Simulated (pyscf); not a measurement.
Single points on ωB97X-D3(BJ)/def2-SVP structures (PySCF, gas phase).

Q: hydrogen fluoride (HF) + H₂N–Si(F)(F)–F -> silicon tetrafluoride (F–Si(F)(F)–F) + ammonia (NH₃)
Surface: singlet. Broken: F–H, N–Si. Formed: F–Si, H–N. Give ΔE‡ and ΔE from ωB97M-D3(BJ)/def2-TZVP, relative to the separated reactants.

A: ΔE‡ = 0.37 eV, ΔE = -0.74 eV. Zero-point energy shifts the barrier by +0.07 eV. It is a four-centre exchange, with an imaginary mode of 655i cm⁻¹. On the reactant side the descent ends in a complex, 0.27 eV under the separated species and 0.65 eV under the saddle at ωB97X-D3(BJ)/def2-TZVP. On the product side the descent ends in an adduct with a N–Si contact (not fully relaxed), 0.24 eV under the separated species and 1.32 eV under the saddle at ωB97X-D3(BJ)/def2-TZVP. What is counted as broken (N–Si) persists as a longer contact in the product adduct; parting that adduct is a step of its own. One saddle was located; it need not be the lowest between these sides.
